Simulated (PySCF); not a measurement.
Frontier levels across methods

Species: formic acid, CH₂O₂.
Atom-mapped SMILES: `[O:1]=[CH:2][OH:3]` (hydrogens: H4 on C2; H5 on O3)

Basis pcSseg-2 throughout (PySCF), one geometry. One conformer (not necessarily the lowest) at the PBE0-D3(BJ)/def2-SVP geometry, without solvent, vibrations or thermal averaging.

Problem. How do the orbital energies, the gap and the dipole change with the method?

Solution. 
```tsv
method	kind	HOMO (eV)	LUMO (eV)	gap (eV)	μ (D)	SCF cycles
OPBE	GGA	-6.84	-1.21	5.63	1.54	15
BLYP	GGA	-6.87	-1.31	5.56	1.53	15
PBE	GGA	-6.92	-1.38	5.55	1.53	15
B97-D	GGA	-6.95	-1.28	5.67	1.55	15
BP86	GGA	-7.03	-1.46	5.57	1.54	15
KT2	GGA	-7.08	-1.29	5.79	1.52	15
KT3	GGA	-7.09	-1.29	5.79	1.52	15
LDA	LDA	-7.11	-1.66	5.45	1.55	15
B97-2	global hybrid	-8.30	-0.26	8.03	1.59	13
B3LYP	global hybrid	-8.37	-0.52	7.85	1.57	14
PBE0	global hybrid	-8.60	-0.19	8.41	1.58	13
mPW1PW91	global hybrid	-8.63	-0.21	8.42	1.59	14
CAM-B3LYP	range-separated hybrid	-10.13	0.98	11.12	1.59	13
BHandHLYP	global hybrid	-10.27	1.02	11.29	1.64	13
wB97X-D	range-separated hybrid	-10.52	1.73	12.26	1.61	14
LC-wPBE	range-separated hybrid	-11.43	2.32	13.76	1.60	14
HF	Hartree–Fock	-12.91	2.87	15.78	1.76	11
```

The HOMO spans 6.06 eV, from OPBE down to HF, and the gap runs from 5.45 eV (LDA) to 15.78 eV (HF). Over the methods OPBE (0 %), BLYP (0 %), PBE (0 %), B97-D (0 %), BP86 (0 %), KT2 (0 %), KT3 (0 %), LDA (0 %), B97-2 (21 %), B3LYP (20 %), PBE0 (25 %), mPW1PW91 (25 %), BHandHLYP (50 %), HF (100 %), a straight line through the gap against the share of exact exchange rises by 1.04 eV for each 10 % (correlation coefficient 0.998). The dipole ranges from 1.52 D (KT3) to 1.76 D (HF). This basis has no diffuse functions.

The vertical ΔSCF ionisation energy at PBE0/def2-SVPD is 11.45 eV; −ε(HOMO) comes closest to it with LC-wPBE (11.43 eV).
